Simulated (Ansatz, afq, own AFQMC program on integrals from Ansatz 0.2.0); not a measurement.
# Mn, sextet in def2-TZVP, levels against CCSDTQ

A free Mn atom.

Basis def2-TZVP. Noble-gas cores (and the filled d shells of Ga–Kr and In–Xe) are frozen. AFQMC by an in-house program on the Cholesky factors that Ansatz 0.2.0 writes for its CCSD(T) run. ph-AFQMC/CISD is guided by a CISD state made of CCSD amplitudes; releasing the constraint for a short imaginary time cuts its bias at the price of noise, slowly where states lie close. Free projection: walkers drawn from exp(T), propagated without any constraint. Its projection time is finite, and what remains of the start isn't in its error. Error bars are statistical, one sigma. The metal's outer-core s and p shells are frozen, which shifts wave-function levels against functionals.

Determinant: UHF, the one that the program's search chose, which needn't be the lowest solution.

No full CI on the walks' own integrals is used here; CCSDTQ serves as the reference and is uncertain by about the last step of the cluster series.

Cautions: no relativity below Rb; outer-core shells of the metal frozen.

* T1 diagnostic: 0.0214
* weight of the determinant in the CISD state: 0.924
* ⟨S²⟩ of the determinant: 8.770
* size of the correlated space: 7 electrons in 36 orbitals

```tsv
level	correlation energy (eV)
MP2	-2.6111
CCSD	-3.0284
CCSD(T)	-3.0950
```

Problem. Estimate where AFQMC with the constraint released lies against CCSD(T) on the same integrals.

Solution. 1.0 ± 0.09 kJ/mol below CCSD(T).

Reference: CCSDTQ, correlation energy -3.108 eV. The released energy is read at 1.50 1/Eh (meV from the phaseless value at times in 1/Eh: -1.9 ± 1.2 at 0.24, -1.7 ± 1.3 at 0.50, -1.3 ± 1.1 at 1.00, -3.1 ± 0.9 at 1.50).

| level | E − E(reference) (kJ/mol) | share of correlation (%) |
| --- | --- | --- |
| CCSD(T) | 1.3 | 99.58 |
| CCSDT | 0.2 | 99.95 |
| CCSDT(Q) | 0.0 | 100.00 |
| ph-AFQMC/HF | 3.3 ± 1.3 | 98.89 |
| ph-AFQMC/CISD | 0.5 ± 0.1 | 99.82 |
| released AFQMC | 0.2 ± 0.09 | 99.92 |
| free AFQMC | 0.0 ± 0.1 | 100.00 |

CCSDT and higher add their correlation energy to the determinant of the CCSD(T) run, since their own runs factorise the integrals more tightly (a shift of under 2 meV). Free projections are given only where their last times agree within the noise and don't stop above the reference; a slow remainder of the start can still hide under it. A walk keeps the symmetry of its determinant, which the program's search chose and which needn't be the lowest solution, so a lower state of the same spin and another symmetry isn't excluded. Released energies are given only where the last usable release times agree within the noise; a slower fall can still hide under it.
